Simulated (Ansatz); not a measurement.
**Reading a saddle point**

A first-order saddle point of AlNH$_{6}$S, singlet, PBE0-D4/def2-TZVP, with one imaginary mode of 373i cm⁻¹:

```
9
angstrom
Al -0.7921 -0.1124 -0.6405
S 1.0199 1.6368 -0.4311
H -0.3326 -0.9999 -1.8752
H -2.1363 0.7279 -0.5823
H 0.8275 0.6554 0.6215
N -0.1569 -0.6799 1.0127
H 1.9397 0.8764 -1.0481
H 0.3446 -1.5536 1.0965
H -0.7141 -0.5507 1.8465
```

Computed with Ansatz 0.2.0 (basis: def2-TZVPP and def2-QZVPP); correlated methods freeze the cores. Extrapolation: Hartree–Fock as exp(−7.88 √X), correlation as X^−2.97.

Problem. Which contacts change along the imaginary mode, and what lies on either side? (A judgement: the text doesn't fix the answer.)

Solution. The calculation gives: The step is AlH₃S ([AlH2][SH]) + NH₃ → AlNH₄ ([NH2][AlH2]) + H₂S (still joined by a long Al–S bond), with the molecules in contact on both sides. Shortening one way: Al1–N6, S2–H5; lengthening the same way: Al1–S2, H5–N6.
```tsv
pair	one side (Å)	saddle (Å)	other side (Å)
Al1–N6	2.05	1.86	1.79
S2–H5	3.33	1.45	1.34
Al1–S2	2.24	2.53	2.62
H5–N6	1.02	1.70	3.41
```

Problem. Which side is lower, and how far does the saddle lie above each? (An estimate is asked for; the value comes from the calculation.)

Solution. The calculation gives: The side with Al1–S2, H5–N6 short is lower by 109.7 kJ/mol; the saddle lies 130.9 kJ/mol above it and 21.3 kJ/mol above the other (CCSD(T) at an estimated basis limit (MP2 extrapolated from triple and quadruple zeta, plus CCSD(T) − MP2 in triple zeta); electronic energies).

The T1 diagnostic stays at or below 0.011.

Labels in which every atom is bracketed show which atoms are joined, not bond orders.

For scale, one of the runs: CCSD(T)/def2-TZVPP, 199 basis functions, launched by `ansatz run in.yaml --threads 2 --pin off --events-out ev --progress --plain --max-ram 4352MiB`. The run took 44 s on 2 CPU threads of an Arm Neoverse V1 (shared host), with 2.2 GiB of host memory at its peak.
